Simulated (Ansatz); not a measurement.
C2H3Cl, SMILES `C[C]Cl` (singlet; the order of the spin states depends on the level) (charge 0, multiplicity 1). This singlet lies 0.40 eV below the relaxed triplet at the level frozen-core CCSD(T)/cc-pVTZ // B3LYP-D3(BJ)/def2-TZVP (Ansatz, a program for electronic structure); other levels give the other order.

Cartesian coordinates (Å):
```xyz
6

C     -0.4600     0.0570     0.0015
C      0.7391    -0.7780     0.2201
Cl     2.1658     0.1070    -0.1376
H     -1.1039    -0.5095    -0.6840
H     -1.0139     0.0399     0.9498
H     -0.3271     1.0835    -0.3498
```
Charge 0, spin multiplicity 1.

Frozen-core energies in cc-pVDZ from Ansatz at a geometry from B3LYP-D3(BJ)/def2-TZVP; the HF reference has <S^2> = 0.00 (restricted, and unstable towards unrestricted orbitals) and the T1 diagnostic is 0.017.

```tsv
level	energy (Ha)
HF	-536.87893
MP2	-537.26943
CCSD	-537.31147
CCSD(T)	-537.32524
```

Estimate the energies of CCSDT and CCSDT(Q), and give each level's difference from CCSDT(Q).


```csv
level,energy (Ha),difference from CCSDT(Q) (mHa)
MP2,-537.26943,57.98
CCSD,-537.31147,15.94
CCSD(T),-537.32524,2.18
CCSDT,-537.32642,1.00
CCSDT(Q),-537.32742,0.00
```
